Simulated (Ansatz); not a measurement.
Process, species as SMILES: P (PH3) + H+ → [PH4+]
B3LYP-D3(BJ)/def2-TZVP geometries, fixed; electronic energies without zero-point terms; positive where energy is released.
Largest species:
```xyz
5

P      0.0000     0.0000     0.0000
H      0.0115     1.3163    -0.4706
H      1.1354    -0.6707    -0.4639
H     -1.1473    -0.6505    -0.4634
H      0.0003     0.0049     1.3979
```
Charge +1, spin multiplicity 1.

Basis-set convergence of the proton affinity at MP2 with Ansatz (a program for electronic structure). Cartesian d functions, on some or all atoms, in 6-31G**, 6-311G**; all else is spherical. Cores are frozen. No added dispersion term, no relativity. Functions are those of the species that has most. Reference: Hartree-Fock in aug-cc-pV(Q+d)Z plus the correlation part extrapolated as X^-3 from aug-cc-pV(T+d)Z and aug-cc-pV(Q+d)Z, 193.67 kcal/mol, itself unsure by roughly 0.13 kcal/mol (a third of the extrapolation step and of the last Hartree-Fock step). Deviations are taken from unrounded values.

```json
[
 {"basis": "6-31G**", "functions": "39", "proton affinity (kcal/mol)": "197.67", "minus reference (kcal/mol)": "4.00"},
 {"basis": "6-311G**", "functions": "51", "proton affinity (kcal/mol)": "197.92", "minus reference (kcal/mol)": "4.25"},
 {"basis": "def2-TZVP", "functions": "61", "proton affinity (kcal/mol)": "193.50", "minus reference (kcal/mol)": "-0.16"},
 {"basis": "def2-TZVPD", "functions": "79", "proton affinity (kcal/mol)": "193.14", "minus reference (kcal/mol)": "-0.53"},
 {"basis": "pcseg-2", "functions": "90", "proton affinity (kcal/mol)": "196.54", "minus reference (kcal/mol)": "2.87"},
 {"basis": "jun-cc-pV(T+d)Z", "functions": "104", "proton affinity (kcal/mol)": "194.09", "minus reference (kcal/mol)": "0.42"},
 {"basis": "6-311++G(3df,3pd)", "functions": "119", "proton affinity (kcal/mol)": "194.62", "minus reference (kcal/mol)": "0.95"},
 {"basis": "aug-pcseg-2", "functions": "142", "proton affinity (kcal/mol)": "194.88", "minus reference (kcal/mol)": "1.21"},
 {"basis": "pcseg-3", "functions": "196", "proton affinity (kcal/mol)": "194.43", "minus reference (kcal/mol)": "0.76"}
]
```
